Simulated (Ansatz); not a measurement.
**bcc Mg (model structure)**

The numbers are results of LDA (Ansatz, a first-principles code, PAW), not measurements.

Run with plane-wave cutoff 500 eV, 28×28×28 k mesh, Fermi–Dirac smearing 0.1 eV, scalar-relativistic PAW data made under PBE.

Cell (relaxed at this level):

```cif
data_Mg
_chemical_formula_sum 'Mg1'
_space_group_name_H-M_alt 'P 1'
_space_group_IT_number 1
_cell_length_a 3.03795
_cell_length_b 3.03795
_cell_length_c 3.03795
_cell_angle_alpha 109.471
_cell_angle_beta 109.471
_cell_angle_gamma 109.471
loop_
_space_group_symop_operation_xyz
  'x, y, z'
loop_
_atom_site_label
_atom_site_type_symbol
_atom_site_fract_x
_atom_site_fract_y
_atom_site_fract_z
_atom_site_occupancy
Mg1 Mg 0.00000 0.00000 0.00000 1
```

```json
{
  "band_gap": "none"
}
```

Note: the relaxation could raise the start's symmetry but not lower it, so the cell can be a saddle point.

Static lattice: no zero-point or thermal effects.

Computing time: around 24 core-seconds (rough).

A model structure was made by putting elements into a prototype or built by hand; it is no filed structure, need not be a known phase, and can be a saddle point held by its symmetry.
